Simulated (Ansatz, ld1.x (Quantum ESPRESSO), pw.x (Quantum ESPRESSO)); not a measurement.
## What a changed setting does to a pw.x run (diamond Mg)

Potential: norm-conserving Troullier–Martins (Kleinman–Bylander form), ld1.x (Quantum ESPRESSO) 7.5, PBEsol; core [Ne], reference 3s2 3p0; waves: 3p (bound, empty): rc 3.75 bohr; 3d channel at -0.05 Ry: rc 3.30 bohr; 3s (bound): rc 2.10 bohr; local part: the s channel; core correction: none.

The reference run (k-mesh 8³, cutoffs 35/140 Ry, Fermi–Dirac 0.01 Ry, mixing_beta 0.4, conv_thr 1e-9, no spin) gives -0.11 GPa at 38.999 Å³/atom, where all-electron LAPW gives -0.01 GPa. This run, with its own iteration cap, changes k-mesh points per axis to 20.

```
&control
  calculation='scf', prefix='x', pseudo_dir='./', outdir='./tmp', tstress=.true., disk_io='none'
/
&system
  ibrav=0, nat=2, ntyp=1, ecutwfc=35, ecutrho=140, nbnd=9,
  occupations='smearing', smearing='fd', degauss=0.01
/
&electrons
  conv_thr=1e-09, mixing_beta=0.4, electron_maxstep=70
/
ATOMIC_SPECIES
Mg 1.0 Mg.UPF
CELL_PARAMETERS angstrom
  0.00000000 3.39118246 3.39118246
  3.39118246 0.00000000 3.39118246
  3.39118246 3.39118246 0.00000000
ATOMIC_POSITIONS crystal
Mg 0.0000 0.0000 0.0000
Mg 0.2500 0.2500 0.2500
K_POINTS automatic
20 20 20 0 0 0
```

```bash
pw.x < Mg.scf.in > Mg.scf.out
```

**Question.** How does the run end?

**Answer.** It converges in 7 iterations; the free energy moves by +1.3 meV/atom and the pressure by +0.03 GPa.

```
Message from routine setup:
     using ibrav=0 with symmetry is DISCOURAGED, use correct ibrav instead
     lattice parameter (alat)  =       9.0629  a.u.
     unit-cell volume          =     526.3566 (a.u.)^3
     number of electrons       =         4.00
     number of Kohn-Sham states=            9
     kinetic-energy cutoff     =      35.0000  Ry
     charge density cutoff     =     140.0000  Ry
     scf convergence threshold =      1.0E-09
     Exchange-correlation= PBESOL
     number of k points=   256  Fermi-Dirac smearing, width (Ry)=  0.0100
     iteration #  1     ecut=    35.00 Ry     beta= 0.40
     total energy              =      -3.43154568 Ry
     estimated scf accuracy    <       0.00420130 Ry
     iteration #  2     ecut=    35.00 Ry     beta= 0.40
     total energy              =      -3.43189864 Ry
     estimated scf accuracy    <       0.00137407 Ry
     iteration #  3     ecut=    35.00 Ry     beta= 0.40
     c_bands:  1 eigenvalues not converged
     total energy              =      -3.43201070 Ry
     estimated scf accuracy    <       0.00001942 Ry
     iteration #  4     ecut=    35.00 Ry     beta= 0.40
     c_bands:  1 eigenvalues not converged
     c_bands:  1 eigenvalues not converged
     c_bands:  1 eigenvalues not converged
     c_bands:  1 eigenvalues not converged
     c_bands:  1 eigenvalues not converged
     [... 6 repeated lines left out ...]
     total energy              =      -3.43204532 Ry
     estimated scf accuracy    <       0.00000044 Ry
     iteration #  5     ecut=    35.00 Ry     beta= 0.40
     [... 1 repeated lines left out ...]
     total energy              =      -3.43204618 Ry
     estimated scf accuracy    <       0.00000016 Ry
     iteration #  6     ecut=    35.00 Ry     beta= 0.40
     total energy              =      -3.43204642 Ry
     estimated scf accuracy    <       0.00000006 Ry
     iteration #  7     ecut=    35.00 Ry     beta= 0.40
     the Fermi energy is     0.7301 ev
!    total energy              =      -3.43204643 Ry
     estimated scf accuracy    <          4.7E-11 Ry
     smearing contrib. (-TS)   =      -0.00579196 Ry
     The total energy is F=E-TS. E is the sum of the following terms:
     one-electron contribution =       1.34675710 Ry
     hartree contribution      =       0.10774140 Ry
     xc contribution           =      -1.51842040 Ry
     ewald contribution        =      -3.36233257 Ry
     convergence has been achieved in   7 iterations
          total   stress  (Ry/bohr**3)                   (kbar)     P=       -0.86
     Message from routine punch:
     Nothing written, as per user request (disk_io='none')
```

The run took about 57 s on one core of a shared host (Intel(R) Xeon(R) Platinum 8375C CPU @ 2.90GHz, 64 threads, 248 GiB, load 45).
